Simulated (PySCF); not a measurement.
## Gas-phase XPS of `[NH3+]C1CC1`, computed

C3H8N (charge +1).
Z-matrix (Å and degrees, PBE0-D3(BJ)/def2-SVP geometry), rows numbered from 1:
```
N 
C   1  1.4803
C   2  1.4917  1  118.52
C   2  1.4918  1  118.56  3    69.82
H   1  1.0299  2  111.67  3    85.04
H   1  1.0288  2  111.67  3   -34.69
H   1  1.0299  2  111.70  3  -154.44
H   2  1.0930  1  110.61  3  -145.02
H   3  1.0927  2  116.97  4   110.24
H   3  1.0950  2  118.70  4  -107.09
H   4  1.0927  2  116.90  3  -110.25
H   4  1.0950  2  118.71  3   107.11
```

Level of theory: delta-SCF UKS SCAN, pcX-2 on the ionised atom, pcseg-1 elsewhere, spin-free X2C (PySCF 2.14.0). Binding energies are ΔSCF values: E(core-ionised, relaxed orbitals) − E(ground state) at a fixed geometry, referred to the vacuum level.

**Question.** What binding energy does each computed site have?

**Answer.** 
```
atom(s)     bonded to  level  binding energy (eV)  above the level's lowest (eV)  count
     N1     C and 3 H   N 1s               415.10                           0.00      1
     C2  N, 2 C and H   C 1s               297.73                          +1.72      1
  C3/C4   2 C and 2 H   C 1s               296.01                           0.00      2
```

Lowest listed C 1s: C3/C4, bonded to 2 C and 2 H. Highest, 1.72 eV above it: C2, bonded to N, 2 C and H.

**Question.** Give the binding energy of C 1s of C2 in hartree and in kJ/mol.

**Answer.** 297.73 eV = 10.9414 Eh = 28727 kJ/mol.

The first atom of each set that the bonding makes equivalent was ionised and stands for the set. The species carries charge +1, so core ionisation leaves charge +2. Isolated species at its PBE0-D3(BJ)/def2-SVP geometry, gas phase.

On one thread of an Arm Neoverse V1 (shared host), this took 17 s wall.
